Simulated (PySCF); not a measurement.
Na₂. Atoms are numbered in the order given.

```xyz
2

Na     0.0000     0.0000    -1.5471
Na     0.0000     0.0000     1.5471
```
Charge 0, spin multiplicity 1.

The structure is a stationary point at PBE-D3(BJ)/def2-TZVPD.

All values below come from PySCF with r2SCAN/def2-TZVPD.

Isolated molecule, no solvent.

### Question
Estimate the frontier levels, gap, dipole moment and polarisability. (An estimate is asked for; the answer gives what the named calculation found.)

### Answer

```json
{
 "highest_occupied_level": "-3.11 eV",
 "lowest_empty_level": "-1.61 eV",
 "orbital_gap": "1.50 eV",
 "dipole_moment": "0.00 D",
 "quadrupole, principal values (traceless, Buckingham form, about the centre of nuclear charge)": "-6.82, -6.82, 13.64 D·Å",
 "mean_static_polarisability": "265.3 bohr³ (39.31 Å³)",
 "polarisability_principal_values": "214.2, 214.2, 367.4 bohr³"
}
```
